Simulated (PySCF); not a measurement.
## BN: one state, many levels of theory

State: ³Π (triplet), unpaired electrons σ ↑, π ↑. Set-up: PySCF, spin-free X2C with a Gaussian nucleus, basis sets B jorge-DZP-DKH, N jorge-DZP-DKH. De refers to B + N in their high-spin ground configurations, without counterpoise correction. The functionals are run spin-unrestricted. A positive dipole means B(−)N(+).

| Level | Re (Å) | ωe (cm⁻¹) | De (eV) | μ (D) |
| --- | --- | --- | --- | --- |
| ROHF | 1.295 | 1777 | 2.12 | -2.67 |
| ROHF-MP2 | 1.341 | 1511 | 4.06 | n/a |
| ROHF-SCS-MP2 | 1.340 | 1511 | 3.86 | n/a |
| ROHF-CCSD | 1.339 | 1538 | 3.56 | n/a |
| ROHF-CCSD(T) | 1.350 | 1469 | 3.76 | n/a |
| PBE | 1.347 | 1491 | 5.09 | -1.59 |
| PW91 | 1.345 | 1496 | 5.10 | -1.60 |
| BLYP | 1.350 | 1466 | 4.90 | -1.53 |
| BP86 | 1.348 | 1482 | 5.05 | -1.61 |
| r²SCAN | 1.333 | 1554 | 4.68 | -1.92 |
| PBE0 | 1.328 | 1578 | 4.59 | -1.95 |
| HSE06 | 1.328 | 1574 | 4.57 | -1.94 |

Q: Which functional lies closest to ROHF-CCSD(T) in De, which farthest, and by how much do they differ from it?

A: Closest is HSE06 (-2.2 pm in Re, +7.1 % in ωe, +0.81 eV in De against ROHF-CCSD(T) in the same basis), farthest PW91 (-0.5 pm in Re, +1.8 % in ωe, +1.34 eV in De). CCSD(T) converges more slowly with the basis than the functionals do and binds too weakly in this one, so the order can change at the basis-set limit.

Q: What does the step from GGA to meta-GGA do here, going from PBE to r²SCAN?

A: r²SCAN less PBE: -1.4 pm in Re, +4.2 % in ωe, -0.41 eV in De. 

Correlated steps freeze 2 core orbitals. Correlated levels converge slowly with the basis: in double zeta they bind strong bonds too weakly, by up to about 1 eV, and carry superposition errors of some tenths. The CCSD T1 diagnostic is raised, a sign that a single reference may not be enough here. The state was picked by a PBE0 search and need not be the measured ground state.
